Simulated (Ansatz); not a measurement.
# BH5S: one structure at several levels

The task here is to estimate one member of a computed series from the others.

Method: single points in def2-TZVPP; program: Ansatz 0.2.0, Gaussian basis.

Cores are frozen in the correlated methods.

## Where the work starts

SMILES `[BH3-][SH2+]`, 7 atoms, charge 0, spin multiplicity 1.

Atoms are counted from 1 here; the program's logs count them from 0.

Bond lengths: B1–S2 2.037 Å, B1–H3 1.042 Å, B1–H4 1.306 Å, B1–H5 1.288 Å, S2–H6 1.375 Å, S2–H7 1.349 Å. Angles: S2–B1–H3 101.1°, S2–B1–H4 101.6°, S2–B1–H5 98.1°, H3–B1–H4 124.4°, H3–B1–H5 117.5°, H4–B1–H5 108.5°, B1–S2–H6 93.1°, B1–S2–H7 98.9°, H6–S2–H7 90.2°.

Coordinates:

```mol
BH5S
  3D, bonds by distance, orders not assigned

  7  6  0  0  0  0  0  0  0  0999 V2000
   -0.5672   -0.4040   -0.5050 B   0  0
    0.6011    1.0821    0.2552 S   0  0
   -1.5122    0.0294   -0.4379 H   0  0
   -0.1757   -1.4329    0.1981 H   0  0
   -0.0294   -0.4789   -1.6728 H   0  0
    0.1805    0.8566    1.5446 H   0  0
    1.7211    0.3678    0.4905 H   0  0
  1  2  8  0
  1  3  8  0
  1  4  8  0
  1  5  8  0
  2  6  8  0
  2  7  8  0
M  END
```

The first run:

The input, run/in.yaml:

```yaml
crystal:
  periodic: [false, false, false]
  atoms:
    - {symbol: B, position_ang: [-0.567200, -0.404000, -0.505000]}
    - {symbol: S, position_ang: [0.601100, 1.082100, 0.255200]}
    - {symbol: H, position_ang: [-1.512200, 0.029400, -0.437900]}
    - {symbol: H, position_ang: [-0.175700, -1.432900, 0.198100]}
    - {symbol: H, position_ang: [-0.029400, -0.478900, -1.672800]}
    - {symbol: H, position_ang: [0.180500, 0.856600, 1.544600]}
    - {symbol: H, position_ang: [1.721100, 0.367800, 0.490500]}
basis:
  gaussian: {orbitals: def2-TZVPP}
correlation: {method: ccsd_t}
output: {forces: true}
```

The command line of these runs was not kept.

Among the steps run: CCSD(T)/def2-TZVPP; PBE0-D4/def2-TZVPP; wB97M-V/def2-TZVPP; r2SCAN-D4/def2-TZVPP; PBE-D4/def2-TZVPP; BHLYP-D4/def2-TZVPP; LC-wPBE/def2-TZVPP.

One of the session's tables, all rows but one given; the rest of the session is left out.

| method | RMS force component (eV/Å) | angle to CCSD(T) forces (°) | dipole (D) |
| --- | --- | --- | --- |
| CCSD(T) | 2.139 | reference | 3.71 |
| PBE0-D4 | 2.138 | 2.6 | 3.67 |
| wB97M-V | 2.105 | 1.1 | 3.69 |
| r2SCAN-D4 | ? | ? | ? |
| PBE-D4 | 2.105 | 5.8 | 3.65 |
| BHLYP-D4 | 2.131 | 3.9 | 3.66 |
| LC-wPBE | 2.180 | 2.9 | 3.74 |

Estimate the missing values for r2SCAN-D4.

The run gave: RMS force component (eV/Å): 2.115; angle to CCSD(T) forces (°): 2.5; dipole (D): 3.67. In the column «RMS force component (eV/Å)» it lies between PBE-D4 (2.105) and BHLYP-D4 (2.131).
